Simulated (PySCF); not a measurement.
# CS₂: breathing scan

Level of theory: PySCF, wB97X, basis C def2-TZVP, S def2-TZVP (no relativity, density fitting).

Rigid scan from the singlet minimum (C–S 1.544 Å (×2); S–C–S 180.0°). Coordinate: all bonds to the central atom scaled together. Energies in kJ/mol from the minimum.

```tsv
scale of all bonds to the centre	E (kJ/mol)
0.88	273.9
0.92	108.1
0.96	24.1
1.00	0.0
1.04	19.1
1.08	69.0
1.14	180.8
1.22	364.9
1.35	675.4
```

At long bonds a restricted determinant can lie too high, and another spin state can fall below this curve.

Other isomers or separated fragments may lie lower.
